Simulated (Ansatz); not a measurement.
Compare A (`CC(F)C(F)F`) with its isomer B (`CCC(F)(F)F`).

Gas-phase electronic energies from Ansatz, PBE0-D4/def2-TZVP geometries. CCSD(T)/CBS adds triple-zeta CCSD(T) − MP2 to the extrapolated MP2 energy (def2 sets, frozen cores). DFT in def2-TZVPP. B3LYP here is the variant with VWN-RPA as its local correlation; programs differ in this. Each species was taken in one conformer, which may not be the lowest.

(1) Which isomer does CCSD(T)/CBS put lower? Give the gap. (Best estimate.)

(2) Give E(B) − E(A) in kcal/mol with CCSD(T)/def2-TZVPP, B2PLYP, BLYP-D4, HF/def2-TZVPP, B3LYP-D4, ωB97M-V, LDA (SPW92). (An estimate is asked.)

(3) Does the order hold for the free energy at 298.15 K (harmonic terms from PBE0-D4)? (Estimate.)

Largest T1 diagnostic: 0.011.

Answers

(1) The calculation gave: B, by 14.2 kcal/mol.

(2) Computed: CCSD(T)/def2-TZVPP -14.7, B2PLYP -14.0, BLYP-D4 -12.4, HF/def2-TZVPP -14.6, B3LYP-D4 -13.3, ωB97M-V -14.8, LDA (SPW92) -16.0. None reverses the order clearly.

(3) Computed: Yes: G(B) − G(A) = -14.2 kcal/mol, for one conformer each.

At CCSD(T), def2-SVP lies −3.1 kcal/mol from the extrapolated value and def2-TZVPP −0.5 kcal/mol. From PBE to PBE0 (25 % exact exchange), in def2-TZVPP and without D4, E(B) − E(A) moves by −0.9 kcal/mol.
